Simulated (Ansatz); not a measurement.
**CH₅N₂+: one structure at several levels**

One table from this session's results is given with a row withheld; the runs are named, their logs left out.

Program: Ansatz 0.2.0, Gaussian basis. Level of theory: single points in def2-TZVPP. These are calculated values, not measurements.

Cores are frozen in the correlated methods.

## Where the work starts

SMILES `N=C[NH3+]`, 8 atoms, charge 1, spin multiplicity 1.

Atoms are counted from 1 here; the program's logs count them from 0.

Bond lengths: N1–C2 1.284 Å, N1–H4 0.993 Å, C2–H5 0.911 Å, N3–H6 1.061 Å, N3–H7 1.004 Å. Angles: C2–N1–H4 135.7°, N1–C2–H5 122.9°, H6–N3–H7 116.0°.

Coordinates:

| atom | x (Å) | y (Å) | z (Å) |
| --- | --- | --- | --- |
| N1 | -0.9334 | 0.6098 | -1.2481 |
| C2 | -0.1307 | 0.8115 | -0.2663 |
| N3 | 0.5401 | -0.5378 | 0.5639 |
| H4 | -1.4400 | -0.1667 | -1.6032 |
| H5 | 0.2773 | 1.6127 | -0.1173 |
| H6 | 1.1429 | -0.1226 | 1.3319 |
| H7 | 0.9324 | -1.3195 | 0.0715 |
| H8 | -0.5312 | -0.8455 | 1.2796 |

The first run:

run/in.yaml reads:

```yaml
crystal:
  periodic: [false, false, false]
  atoms:
    - {symbol: N, position_ang: [-0.933400, 0.609800, -1.248100]}
    - {symbol: C, position_ang: [-0.130700, 0.811500, -0.266300]}
    - {symbol: N, position_ang: [0.540100, -0.537800, 0.563900]}
    - {symbol: H, position_ang: [-1.440000, -0.166700, -1.603200]}
    - {symbol: H, position_ang: [0.277300, 1.612700, -0.117300]}
    - {symbol: H, position_ang: [1.142900, -0.122600, 1.331900]}
    - {symbol: H, position_ang: [0.932400, -1.319500, 0.071500]}
    - {symbol: H, position_ang: [-0.531200, -0.845500, 1.279600]}
basis:
  gaussian: {orbitals: def2-TZVPP}
total_charge: 1
correlation: {method: ccsd_t}
output: {forces: true}
```

The command line of these runs was not kept.

Among the steps run: CCSD(T)/def2-TZVPP; PBE0-D4/def2-TZVPP; wB97M-V/def2-TZVPP; r2SCAN-D4/def2-TZVPP; PBE-D4/def2-TZVPP; wB97X-V/def2-TZVPP; LC-wPBE/def2-TZVPP.

One table of the session follows, with a row left open; its other results are not shown here.

```
   method  RMS force component (eV/Å)  angle to CCSD(T) forces (°)
  CCSD(T)                       4.288                    reference
  PBE0-D4                       4.524                          3.4
  wB97M-V                       4.458                          3.4
r2SCAN-D4                       4.430                          3.5
   PBE-D4                           ?                            ?
  wB97X-V                       4.530                          2.8
  LC-wPBE                       4.618                          4.0
```

Estimate the missing values for PBE-D4.

The run gave: RMS force component (eV/Å): 4.353; angle to CCSD(T) forces (°): 2.8. In the column «RMS force component (eV/Å)» it lies between CCSD(T) (4.288) and r2SCAN-D4 (4.430).
